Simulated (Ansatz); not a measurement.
# Co3O4: experiment and calculation

**The experiment to reproduce.**

“Spinel–rock salt transformation in LiCoMnO4−δ”, 2016, pmc:4786028 reports, for a powder of Co3O4: lattice constant a 8.0838 ± 0.0019 Å.

The results are compared with them further down.

Computed with Ansatz, DFT PBEsol, scalar-relativistic, plane waves, PAW.

Cutoff 420 eV; k points 8×8×8 on the computed 14-atom cell (Γ-centred); Gaussian smearing, width 0.01 eV; collinear spin from starting moments 0.13 0.13 0.13 2.31 2.31 0.13 0 0 0 0 0 0 0 0 μB.

Relaxed structure, symmetry kept:

```
Co O
1.0
     4.88944   -2.82265    0.00206
     4.88944    2.82265    0.00206
    -3.26085    0.00000    4.60810
Co O
6 8
Direct
  0.00000 0.00000 0.50000
  0.50000 0.00000 0.50000
  0.00000 0.50000 0.50000
  0.37501 0.37501 0.12502
  0.62499 0.62499 0.87498
  0.00000 0.00000 0.00000
  0.23754 0.23754 0.71269
  0.76239 0.21269 0.73754
  0.78731 0.23761 0.26246
  0.23761 0.78731 0.26246
  0.23754 0.23754 0.26240
  0.21269 0.76239 0.73754
  0.76246 0.76246 0.28731
  0.76246 0.76246 0.73760
```

- Space group: Fd-3m (No. 227)
- Volume per atom: 9.09 Å³
- Formation energy from the elements' standard states (uncorrected): -1.064 eV/atom
- Kohn–Sham band gap: 0.12 eV, indirect from (0.219, 0.464, 0.130) to Γ
- Löwdin character of the top 1 eV of the valence band: Co 3d 87 %, O 2p 12 %
- Löwdin character of the lowest 1 eV of the conduction band: Co 3d 75 %, O 2p 18 % (semilocal functionals without a Hubbard U place empty 3d levels too low)
- Electron masses at the edge by Cartesian direction of the computed cell, whose vectors are (4.889, -2.823, 0.002), (4.889, 2.823, 0.002), (-3.261, 0.000, 4.608) Å (m_e; degenerate bands sorted by energy; no spin-orbit coupling): x: 1.6, 2.4, 0.99; y: 20, 1.1, 0.90; z: 1.6, 1.5, 1.3
- Hole masses at the edge by Cartesian direction of the computed cell, whose vectors are (4.889, -2.823, 0.002), (4.889, 2.823, 0.002), (-3.261, 0.000, 4.608) Å (m_e; degenerate bands sorted by energy; no spin-orbit coupling): x: 0.84; y: 4.6; z: 1.0
- Total moment: 6.00 μB per cell
- Site moments (μB; atoms counted from 1 over the whole cell): Co (atom 1) 0.12, Co (atom 2) 0.12, Co (atom 3) 0.12, Co (atom 4) 2.10, Co (atom 5) 2.10, Co (atom 6) 0.12, O (atom 7) 0.08, O (atom 8) 0.08, O (atom 9) 0.08, O (atom 10) 0.08, O (atom 11) 0.08, O (atom 12) 0.08, O (atom 13) 0.08, O (atom 14) 0.08

The run saw a state lower than the one given here.

Only this magnetic start was tried.

Against the measured lattice constant a of Co3O4, 8.0838 Å (powder; the paper above), the calculated 7.984 Å is off by -1.2 %. 2 values of this kind are on record (8.065 to 8.0838 Å); this one was drawn at random, those with a stated uncertainty first. The calculation is for 0 K without zero-point motion. The calculated magnetic order may not be the real one, and cell, gap and energy hang on it, so these differences aren't the functional's alone.

Cost: 3 runs of about 31 core-minutes in all, on Oxide Virtual Turin-like Processor (Zen 5) (shared hosts).